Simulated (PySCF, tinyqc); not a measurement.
Worked calculation: FCI on RHF in the sto-3g basis, frozen core, for LiH, spin multiplicity 1. The lowest restricted solution is unstable here: a spin-polarised one lies 0.0390 hartree lower (PySCF). One step of it, computed by the program tinyqc.

Task: Integrals over molecular orbitals. (pq|rs) = sum C_ip C_jq C_kr C_ls (ij|kl), one index at a time.

coefficients C, order 1Li 1s, 1Li 2s, 1Li 2px, 1Li 2py, 1Li 2pz, 2H 1s:
$$\begin{pmatrix}
0.991629 & -0.150746 & -0.217648 & 0.000000 & 0.000000 & -0.100118 \\
0.032673 & 0.540159 & 0.800995 & 0.000000 & 0.000000 & 0.407821 \\
0.000000 & 0.000000 & 0.000000 & 0.997451 & -0.071353 & 0.000000 \\
0.000000 & 0.000000 & 0.000000 & 0.071353 & 0.997451 & 0.000000 \\
-0.004135 & 0.302151 & -0.554108 & 0.000000 & 0.000000 & 0.826081 \\
-0.002014 & 0.639017 & -0.288747 & 0.000000 & 0.000000 & -0.791088
\end{pmatrix}$$

core Hamiltonian H = T + V (hartree), order 1Li 1s, 1Li 2s, 1Li 2px, 1Li 2py, 1Li 2pz, 2H 1s:
$$\begin{pmatrix}
-4.608148 & -1.033303 & 0.000000 & 0.000000 & -0.006011 & -0.026237 \\
-1.033303 & -1.303665 & 0.000000 & 0.000000 & -0.067897 & -0.247672 \\
0.000000 & 0.000000 & -1.060623 & 0.000000 & 0.000000 & 0.000000 \\
0.000000 & 0.000000 & 0.000000 & -1.060623 & 0.000000 & 0.000000 \\
-0.006011 & -0.067897 & 0.000000 & 0.000000 & -1.107838 & -0.362087 \\
-0.026237 & -0.247672 & 0.000000 & 0.000000 & -0.362087 & -1.072736
\end{pmatrix}$$

Two-electron integrals (ij|kl) in chemists' order, unique and non-zero (hartree):
```
(11|11) 1.680395   (21|11) 0.265420   (21|21) 0.049941   (22|11) 0.397727
(22|21) 0.092860   (22|22) 0.290562   (31|31) 0.008981   (32|31) 0.013788
(32|32) 0.064184   (33|11) 0.396640   (33|21) 0.092880   (33|22) 0.290497
(33|33) 0.312946   (41|41) 0.008981   (42|41) 0.013788   (42|42) 0.064184
(43|43) 0.016869   (44|11) 0.396640   (44|21) 0.092880   (44|22) 0.290497
(44|33) 0.279207   (44|44) 0.312946   (51|51) 0.008981   (52|51) 0.013788
(52|52) 0.064184   (53|53) 0.016869   (54|54) 0.016869   (55|11) 0.396640
(55|21) 0.092880   (55|22) 0.290497   (55|33) 0.279207   (55|44) 0.279207
(55|55) 0.312946   (61|11) 0.005927   (61|21) 0.001145   (61|22) 0.002250
(61|33) 0.002215   (61|44) 0.002215   (61|51) 0.000175   (61|52) 0.000350
(61|55) 0.002322   (61|61) 0.000031   (62|11) 0.045493   (62|21) 0.010901
(62|22) 0.040821   (62|33) 0.038356   (62|44) 0.038356   (62|51) 0.001557
(62|52) 0.012969   (62|55) 0.045709   (62|61) 0.000320   (62|62) 0.013873
(63|31) 0.000456   (63|32) 0.002906   (63|53) 0.001486   (63|63) 0.000546
(64|41) 0.000456   (64|42) 0.002906   (64|54) 0.001486   (64|64) 0.000546
(65|11) 0.066612   (65|21) 0.016009   (65|22) 0.060868   (65|33) 0.056818
(65|44) 0.056818   (65|51) 0.002396   (65|52) 0.020189   (65|55) 0.068904
(65|61) 0.000475   (65|62) 0.021721   (65|65) 0.034094   (66|11) 0.202049
(66|21) 0.048718   (66|22) 0.197395   (66|33) 0.182929   (66|44) 0.182929
(66|51) 0.006005   (66|52) 0.065373   (66|55) 0.226036   (66|61) 0.001407
(66|62) 0.092057   (66|65) 0.146426   (66|66) 0.774606
```

Give: one-electron integrals over orbitals h = C^T H C; Two-electron integrals over orbitals.

Result:

one-electron integrals over orbitals h = C^T H C (hartree):
$$\begin{pmatrix}
-4.5995 & 0.0975 & 0.1580 & 0.0000 & 0.0000 & 0.0477 \\
0.0975 & -1.1834 & -0.0076 & 0.0000 & 0.0000 & -0.0740 \\
0.1580 & -0.0076 & -1.0698 & 0.0000 & 0.0000 & -0.0100 \\
0.0000 & 0.0000 & 0.0000 & -1.0606 & 0.0000 & 0.0000 \\
0.0000 & 0.0000 & 0.0000 & 0.0000 & -1.0606 & 0.0000 \\
0.0477 & -0.0740 & -0.0100 & 0.0000 & 0.0000 & -1.0218
\end{pmatrix}$$

Two-electron integrals over orbitals (pq|rs), unique and non-zero (hartree); the lowest 1 orbital is frozen and left out:
```
(22|22) 0.4219    (32|22) -0.0739   (32|32) 0.0375    (33|22) 0.2147
(33|32) 0.0185    (33|33) 0.3132    (42|42) 0.0209    (43|42) 0.0222
(43|43) 0.0412    (44|22) 0.2268    (44|32) 0.0244    (44|33) 0.2745
(44|44) 0.3129    (52|52) 0.0209    (53|52) 0.0222    (53|53) 0.0412
(54|54) 0.0169    (55|22) 0.2268    (55|32) 0.0244    (55|33) 0.2745
(55|44) 0.2792    (55|55) 0.3129    (62|22) -0.0997   (62|32) 0.0595
(62|33) 0.0116    (62|44) 0.0466    (62|55) 0.0466    (62|62) 0.1313
(63|22) 0.0701    (63|32) -0.0317   (63|33) -0.0368   (63|44) -0.0152
(63|55) -0.0152   (63|62) -0.0482   (63|63) 0.0433    (64|42) 0.0166
(64|43) 0.0094    (64|64) 0.0177    (65|52) 0.0166    (65|53) 0.0094
(65|65) 0.0177    (66|22) 0.3851    (66|32) -0.0518   (66|33) 0.2428
(66|44) 0.2511    (66|55) 0.2511    (66|62) -0.0658   (66|63) 0.0472
(66|66) 0.3748
```
